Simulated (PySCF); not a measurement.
C3H3ClO.
SMILES with atom numbers: `[CH2:1]=[CH:2][C:3](=[O:4])[Cl:5]` (hydrogens: H6, H7 on C1; H8 on C2)

Structure used (PBE0-D3(BJ)/def2-SVP), in Å, numbered top down from 1:
```xyz
8
C3H3ClO angstrom
C     -0.2577    0.5907   -0.4823
C      0.9245    0.9028    0.0565
C      2.1482    0.8478   -0.7708
O      2.2217    0.5709   -1.9225
Cl     3.6092    1.2561    0.1719
H     -0.3254    0.2957   -1.5335
H     -1.1761    0.6211    0.1084
H      1.0369    1.1996    1.1008
```

Method: core-valence-separated Tamm–Dancoff BHandHLYP/aug-pcX-1 (pcseg-1 on H, def2-SVPD on Cl) in PySCF, non-relativistic, gas phase, PBE0-D3(BJ)/def2-SVP geometry.

Computed carbon K-edge spectrum, Gaussian lines of 0.5 eV full width, highest printed point 100; it ends one width below the last computed root. Absolute energies from this functional tend to lie a few eV below measured edges; no shift was applied.

photon energy (eV), absorption and a bar:
```
    281.0          0 
    281.2          6 ##
    281.4         34 ##########
    281.6         79 ########################
    281.8         76 #######################
    282.0         35 ##########
    282.2         31 #########
    282.4         52 ################
    282.6         42 ############
    282.8         14 ####
    283.0          2 #
    283.2          0 
    283.4          0 
    283.6          0 
    283.8          1 
    284.0         12 ###
    284.2         53 ################
    284.4        100 ##############################
    284.6         78 #######################
    284.8         25 #######
    285.0          3 #
    285.2          0 
    285.4          0 
    285.6          1 
    285.8          7 ##
    286.0         28 ########
    286.2         59 ##################
    286.4         69 #####################
    286.6         51 ###############
    286.8         31 #########
    287.0         37 ###########
    287.2         58 #################
    287.4         79 ########################
    287.6         94 ############################
    287.8         63 ###################
    288.0         27 ########
    288.2         19 ######
```

Problem. Assign the maxima to core holes.

Solution. 5 maxima:
- 281.7 eV: C1 (terminal =CH2 carbon), 281.69 eV, f = 0.064, 1s→π*, 100 % of the height at the exact maximum
- 282.4 eV: C2 (alkene CH carbon), 282.45 eV, f = 0.039, 1s→π*, 100 % of the height at the exact maximum
- 284.4 eV: C3 (acyl halide carbon), 284.44 eV, f = 0.075, 1s→π*, 100 % of the height at the exact maximum
- 286.4 eV: C2 (alkene CH carbon), 286.42 eV, f = 0.024, 45 % of the height at the exact maximum; C2 (alkene CH carbon), 286.20 eV, f = 0.027, 41 % of the height at the exact maximum; C1 (terminal =CH2 carbon), 286.62 eV, f = 0.015, 14 % of the height at the exact maximum
- 287.6 eV: C3 (acyl halide carbon), 287.61 eV, f = 0.064, 91 % of the height at the exact maximum

Further lines of some strength in the range: C1 + C2, 287.18 eV, f = 0.033, sum of 2.

Roots within 0.03 eV on the same or equivalent atoms count as one line; shares under 12 % aren't listed.

Vibrational structure and lifetime widths aren't in the curve. The ionisation threshold wasn't computed; near and above it a finite basis only mimics Rydberg series and continuum.

On Intel Xeon 6975P-C, one thread (shared host), this took 5.8 s and 0.69 GiB of memory at its peak.

One conformer stands for the species.
